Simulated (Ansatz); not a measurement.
Basis-set extrapolation for H5N2Si (`[NH][SiH2]N`) radical (PBE0-D4/def2-TZVP geometry, frozen core, the Gaussian-basis code of Ansatz). Multiplicity 2, UHF reference.

|  | cc-pV(T+d)Z | cc-pV(Q+d)Z |
| --- | --- | --- |
| HF | -400.810298 | -400.823313 |
| MP2 correlation | -0.512074 | -0.550343 |
| CCSD(T) correlation | -0.569417 | -0.604363 |

Energies in hartree. Use E(X) = E(∞) + A·exp(−5.46·√X) for Hartree–Fock and E(X) = E(∞) + B·X^(−3.05) for correlation, with X = 3 and 4.

What is the CCSD(T) energy at the basis-set limit?

HF limit: -400.823313 + (-0.013015) × 0.30130 = -400.82723. Correlation limit: -0.604363 + (-0.034946) × 0.71189 = -0.62924. Total: -401.45647 hartree, 201.5 kJ/mol below CCSD(T)/cc-pV(T+d)Z.
